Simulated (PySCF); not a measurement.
C₃H₄ClFS (charge +1 and doublet state).
SMILES with atom numbers: `[CH3:1][S+:2]/[C:3]([Cl:4])=[CH:5]\[F:6]` (hydrogens: H7, H8, H9 on C1; H10 on C5)

Cartesian coordinates in Å at the GFN2-xTB level; atoms count from 1:
```
atom  x, y, z in Å
C1    -1.8905    0.1888   -0.1881
S2    -0.5354   -0.9227   -0.5178
C3     0.8597    0.0578   -0.1341
Cl4    0.7046    1.6661    0.4138
C5     2.1012   -0.4929   -0.2860
F6     2.2346   -1.7233   -0.6998
H7    -1.8846    0.4869    0.8594
H8    -1.8102    1.0745   -0.8166
H9    -2.8102   -0.3459   -0.4160
H10    3.0397    0.0153   -0.0901
```

The hyperfine couplings belong to this conformer and change with its torsions.

Level of theory: PySCF 2.14.0, UKS B3LYP, pcH-1 on C Cl F H S, non-relativistic, mean-field spin-orbit, GIAO. The structure is a single GFN2-xTB conformer in the gas phase; no vibrational or solvent corrections. The geometry wasn't refined by DFT: couplings that depend on bond lengths, twists or pyramidal angles can differ widely from those at the functional's own minimum, by a factor of two or more for some ions and for spin on atoms past the first row. The SCF solution wasn't tested for stability.

Principal values of hyperfine tensors in MHz (contact, dipolar and spin–orbit terms together), for some of the nuclei:

```json
{"atom": "F6", "isotope": "19F", "A1": "-91.93", "A2": "-77.72", "A3": "419.92"}
{"atom": "H7", "isotope": "1H", "A1": "52.63", "A2": "54.71", "A3": "60.46"}
{"atom": "H8", "isotope": "1H", "A1": "51.51", "A2": "53.64", "A3": "59.31"}
{"atom": "C5", "isotope": "13C", "A1": "-2.92", "A2": "-0.35", "A3": "115.85"}
{"atom": "C3", "isotope": "13C", "A1": "-27.14", "A2": "-23.38", "A3": "-11.59"}
{"atom": "S2", "isotope": "33S", "A1": "-30.72", "A2": "-26.29", "A3": "116.21"}
{"atom": "C1", "isotope": "13C", "A1": "-10.59", "A2": "-10.19", "A3": "-4.41"}
{"atom": "Cl4", "isotope": "35Cl", "A1": "-8.07", "A2": "-6.81", "A3": "22.83"}
```

Question: Give the isotropic coupling of each nucleus in MHz and in mT (g = 2.0125), and the anisotropic part.

Answer: a_iso = (A1 + A2 + A3)/3, Ti = Ai − a_iso; 1 mT corresponds to 28.168 MHz. The tensors hold a spin–orbit part: the run splits a_iso into a_FC + a_SO, and T includes its anisotropic share.

| atom | a_iso (MHz) | a_FC | a_SO | a_iso (mT) | T1 | T2 | T3 |
| --- | --- | --- | --- | --- | --- | --- | --- |
| F6 | 83.42 | 83.86 | -0.44 | 2.962 | -175.35 | -161.14 | 336.50 |
| H7 | 55.93 | 55.92 | 0.01 | 1.986 | -3.31 | -1.22 | 4.53 |
| H8 | 54.82 | 54.81 | 0.01 | 1.946 | -3.31 | -1.18 | 4.49 |
| C5 | 37.53 | 37.59 | -0.07 | 1.332 | -40.45 | -37.88 | 78.33 |
| C3 | -20.70 | -21.19 | 0.48 | -0.735 | -6.44 | -2.68 | 9.12 |
| S2 | 19.73 | 19.68 | 0.05 | 0.701 | -50.45 | -46.02 | 96.47 |
| C1 | -8.40 | -8.58 | 0.19 | -0.298 | -2.20 | -1.79 | 3.99 |
| Cl4 | 2.65 | 2.05 | 0.60 | 0.094 | -10.72 | -9.46 | 20.18 |

Question: What spin density at the nucleus of F6 lies behind its contact coupling (g_N = 5.25774)?

Answer: a_FC = 800.24 MHz bohr³ × g_N × ρ(0)/(2S). With a_FC = 83.86 MHz and 2S = 1, ρ(0) = 0.01993 bohr⁻³.

Question: H10 (1H, g_N = 5.58569) isn't in the table. Its spin density at the nucleus is -0.007769 bohr⁻³. What is its contact coupling?

Answer: By the same relation, a_FC = -34.7 MHz. Its full tensor has the principal values -52.15, -38.12, -13.86 MHz.

Question: Name the largest traceless tensor T of the table and describe it.

Answer: F6: -175.4, -161.1, 336.5 MHz (the dipolar term alone has -177.3, -159.0, 336.3), nearly axial, close to the ratio −1:−1:+2.

Question: What first-order splitting does H8 cause when the field lies along A1, A2 or A3 of its tensor (g taken as isotropic, no quadrupole term)?

Answer: 2 lines (I = 1/2), spaced by |A_i|/(g × 13.996): 1.83, 1.90, 2.11 mT along the axes of A1, A2 and A3.

The run took 39 s wall (grids of density and orbitals included) on an Arm Neoverse V1 with one thread (shared host), and the process peaked at 0.69 GiB of memory.
